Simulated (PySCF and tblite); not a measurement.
Results of a calculation; reference values are marked as such.
Conformers and averaged properties: C4H6O2, numbered as in [O:1]=[C:2]([OH:3])[CH:4]1[CH2:5][CH2:6]1

Conformers came from 90 starts (ETKDG and KDG, MMFF94s, GFN2-xTB); geometries are PBE0-D3(BJ)/def2-SVP. Energies: PBE0-D3(BJ)/def2-TZVP (IEF-PCM, chloroform), with GFN2-xTB thermal terms (modes under about 100 cm⁻¹ blended into free rotors). Symmetry numbers and mirror images are counted. Conformers within 3 kcal/mol (GFN2-xTB free energy) were kept, 8 at most. GIAO shieldings: WP04/pcSseg-1 (IEF-PCM, chloroform). Couplings: B3LYP/pcJ-1 (gas phase; spin-dipole term only for pairs with B, N, F, Si or P). Couplings are for ¹³C, ¹H, ¹⁷O. Shifts are against TMS (¹H), TMS (¹³C) at the same level; of two unlike H on one atom, a is the less shielded. Run with PySCF (density fitting) and tblite.

Torsions listed: O1–C2–O3–H3, O3–C2–C4–C5.

```json
{"conformer": "1", "shape": "0°, 147°", "symmetry": "Cs", "E(GFN2) kcal/mol": "0.00", "E(DFT) kcal/mol": "0.00", "G(298.15 K) kcal/mol": "0.00", "weight %": "83.8", "dipole D": "2.01"}
{"conformer": "2", "shape": "0°, -37°", "symmetry": "Cs", "E(GFN2) kcal/mol": "0.52", "E(DFT) kcal/mol": "0.84", "G(298.15 K) kcal/mol": "0.97", "weight %": "16.2", "dipole D": "2.66"}
```

Weights (%) against temperature:

```csv
T (K),1,2,S(mix) cal/mol/K
200,91.7,8.3,0.57
250,87.4,12.6,0.75
298.15,83.8,16.2,0.88
350,80.5,19.5,0.98
400,77.8,22.2,1.05
```

Averaged shifts at 298.15 K. ¹H: 1.61 (H4, 1H), 1.10 (H5a/H6a, 2H), 1.10 (H5b/H6b, 2H) ppm. ¹³C: 183.8 (C2), 16.6 (C4), 14.8 (C5/C6) ppm.

Averaged couplings (Hz): ¹J(O1,C2) 29.7, ²J(O1,C4) -1.9, ³J(O1,C5) -0.9, ³J(O1,H3) 1.6, ³J(O1,H4) -1.1, ¹J(C2,O3) 31.8, ¹J(C2,C4) 78.7, ²J(C2,H3) -6.2, ²J(C2,H4) -0.2, ³J(C2,H5a) 3.3, ³J(C2,H5b) 5.9, ²J(O3,C4) -25.5, ³J(O3,C5) -0.4, ¹J(O3,H3) -74.5, ³J(O3,H4) -1.6, ¹J(C4,C5) 12.8, ³J(H3,C4) 9.6, ¹J(C4,H4) 175.9, ²J(C4,H5a) -1.4, ²J(C4,H5b) -2.5, ¹J(C5,C6) 17.8, ²J(H4,C5) -0.9, ¹J(C5,H5a) 171.5, ¹J(C5,H5b) 175.4, ²J(C5,H6a) -1.9, ²J(C5,H6b) -1.8, ⁴J(H3,H4) 0.8, ³J(H4,H5a) 9.1, ³J(H4,H5b) 5.2, ²J(H5a,H5b) -4.3, ³J(H5a,H6a) 10.3, ³J(H5a,H6b) 7.9, ³J(H5b,H6b) 11.2.

Coordinates of conformer 1 (Å):

```xyz
12

O     1.458   -0.393   -1.234
C     1.257   -0.003   -0.111
O     2.250    0.285    0.742
C    -0.080    0.214    0.488
C    -1.176    0.672   -0.445
C    -1.180   -0.725    0.052
H     3.075    0.113    0.263
H    -0.081    0.579    1.516
H    -1.903    1.382   -0.044
H    -0.879    0.836   -1.484
H    -1.909   -1.017    0.811
H    -0.887   -1.511   -0.649
```

H on N, O and S are left out: they exchange, and hydrogen bonds move them by several ppm. Shifts are unscaled: against experiment ¹³C can be off by 15 ppm or more and ¹H by 0.8 ppm.

Search and properties took 93 s on 1 thread of Arm Neoverse V2 (shared host) (rough), launched as `OMP_NUM_THREADS=1 python ens_run.py task.json out`.
